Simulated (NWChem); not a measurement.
**Correlation energy of ozone (O3)**

```
O
O 1 1.2340
O 1 1.2340 2 118.53
```
Charge 0, spin multiplicity 1.

Everything below was run with NWChem. The geometry was optimised at PBE0/def2-SVP, a minimum by its harmonic frequencies.

Basis set: cc-pVTZ. Each correlation energy counts from its own Hartree-Fock reference.

The correlated methods keep 3 core orbitals frozen. The species is likely to have several important configurations. Coupled-cluster values serve here as a point of comparison, not as the truth.

**Question.** One of these methods gave a correlation energy of -777.3 mHa. Which?
A. CCSD(T)
B. CR-CCSD[T]
C. MP2
D. CCSD

**Answer.** A, CCSD(T). The others give -734.0 (CCSD), -762.0 (MP2), -768.0 (CR-CCSD[T]).
